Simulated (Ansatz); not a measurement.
Geometry optimisation, Ansatz, UKS PBE0/6-31G*.

input.yaml

```yaml
crystal:
  periodic: [false, false, false]
  atoms:
    - { symbol: B, position_ang: [-0.042264, 0.283619, -0.400353] }
    - { symbol: F, position_ang: [-0.025429, 0.582201, 2.095863] }
    - { symbol: H, position_ang: [1.082264, -0.118482, -0.433595] }
    - { symbol: H, position_ang: [-1.05198, -0.357449, -0.373314] }
    - { symbol: O, position_ang: [0.199838, -0.526227, 2.814252] }
    - { symbol: H, position_ang: [-0.676829, -0.664763, 3.214247] }
magnetization:
  spin_polarized: true
  initial_magnetization: 1
basis:
  gaussian: { orbitals: "6-31G*" }
hamiltonian:
  xc: pbe0
relax:
  f_tol: 0.03
  max_steps: 50
```

Launched with:

```bash
$ ansatz run input.yaml --threads 1 --pin off --max-ram 2048MiB --backend cpu --events-out ev --progress --plain --runs-dir out
```

Question: Where does it end, and by what steps?

Answer: It converged. After 24 steps the energy has fallen by 7.365 eV; B1 moved furthest, 1.36 Å. Parted: F2–O5. Joined: B1–F2, B1–O5.

```csv
step,energy less start (eV),largest force component (eV/Å),accepted
0,0.0000,2.733,yes
1,-0.1395,1.138,yes
2,-0.3613,1.705,yes
3,-1.7073,8.333,yes
4,-4.2032,3.445,yes
5,-4.9573,1.846,yes
6,-5.1684,0.500,yes
7,-5.2527,0.240,yes
8,-5.2702,0.324,yes
9,-5.2874,1.175,yes
10,-5.3111,0.902,yes
11,-5.3422,0.679,yes
12,-5.3759,0.824,yes
13,-5.4502,0.744,yes
14,-5.5032,1.199,yes
15,-5.8770,2.184,yes
16,-6.7184,2.990,yes
17,-7.0604,1.425,yes
18,-7.2424,0.945,yes
19,-7.3313,0.722,yes
20,-7.3445,0.534,yes
21,-7.3582,0.221,yes
22,-7.3647,0.052,yes
23,-7.3648,0.042,yes
24,-7.3650,0.006,yes
```

```xyz
6
Properties=species:S:1:pos:R:3
B -0.081 -0.025 0.926
F -0.293 1.302 1.079
H 0.852 -0.325 0.095
H -0.718 -0.560 -0.052
O -0.061 -0.849 2.029
H -0.213 -0.344 2.840
```

The run took 30 s on 1 thread of Intel(R) Xeon(R) 6975P-C (Granite Rapids), on a shared host, peak memory 0.15 GiB.
